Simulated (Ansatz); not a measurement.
A made-up structure of AlBH2Cl, doublet:

B1  (-0.580, 0.620, -0.502)
Al2  (1.959, -2.010, 1.225)
Cl3  (0.529, -0.601, 0.648)
H4  (-1.661, 0.224, -0.824)
H5  (-0.247, 1.767, -0.547)
(Å)

It is relaxed with PBE-D4/def2-SVP and then PBE0-D4/def2-TZVP (Ansatz 0.2.0). Atoms count as bonded within 1.22 times the sum of their covalent radii (H–H: 0.88 Å). The end point is not checked to be a true minimum.

Q: Does its bonding change? (Judge from chemistry; the calculation decides.)

A: The calculation gives: No: no bond forms or breaks.

Where it ends: The first stage lowers the energy by 0.57 eV in 17 steps. It ends as AlBH₂Cl ([BH2][Cl][Al]):
B1  (-0.607, 0.552, -0.399)
Al2  (2.191, -1.536, 1.335)
Cl3  (-0.004, -1.006, 0.224)
H4  (-1.693, 0.500, -0.874)
H5  (0.112, 1.490, -0.286)
(Å)

Labels in which every atom is bracketed show which atoms are joined, not bond orders.

For scale, one of the runs: PBE0-D4/def2-TZVP relaxation, 117 basis functions, launched by `ansatz run in.yaml --threads 2 --pin off --events-out ev --progress --plain --max-ram 4352MiB`. Hardware: 2 CPU threads of an Arm Neoverse V1, shared host. Wall time about 61 s.
